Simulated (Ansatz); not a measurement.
Compare A (`F/C=C\CF`) with its isomer B (`FC1(F)CC1`).

Program: Ansatz. Geometries: PBE0-D4/def2-TZVP. ΔE: electronic, gas phase. CCSD(T)/CBS adds triple-zeta CCSD(T) − MP2 to the extrapolated MP2 energy (def2 sets, frozen cores). DFT in def2-TZVPP. B3LYP here is the variant with VWN-RPA as its local correlation; programs differ in this. One conformer a species, not always the lowest.

Problem. Which isomer does CCSD(T)/CBS put lower? Give the gap. (An estimate is asked.)

Solution. Computed: A, by 2.8 kcal/mol.

Problem. Give E(B) − E(A) in kcal/mol with CCSD/def2-TZVPP, B3LYP-D4, LDA (SPW92), CCSD(T)/def2-TZVPP, BLYP-D4, ωB97M-V, B2PLYP. (Estimate.)

Solution. Ansatz gave: CCSD/def2-TZVPP 2.0, B3LYP-D4 4.5, LDA (SPW92) -4.2, CCSD(T)/def2-TZVPP 2.2, BLYP-D4 6.8, ωB97M-V 0.3, B2PLYP 3.5. The order is the other way round with LDA (SPW92).

Problem. Does the order hold for the free energy at 298.15 K (harmonic terms from PBE0-D4)? (Best estimate.)

Solution. Ansatz gave: Yes: G(B) − G(A) = +4.1 kcal/mol, for one conformer each.

Largest T1 diagnostic: 0.012.

At CCSD(T), def2-SVP lies −3.3 kcal/mol from the extrapolated value and def2-TZVPP −0.6 kcal/mol. In def2-TZVPP, CCSD(T) changes the Hartree–Fock value by −2.1 kcal/mol (the triples alone add +0.3 kcal/mol) and MP2 by −4.1 kcal/mol.
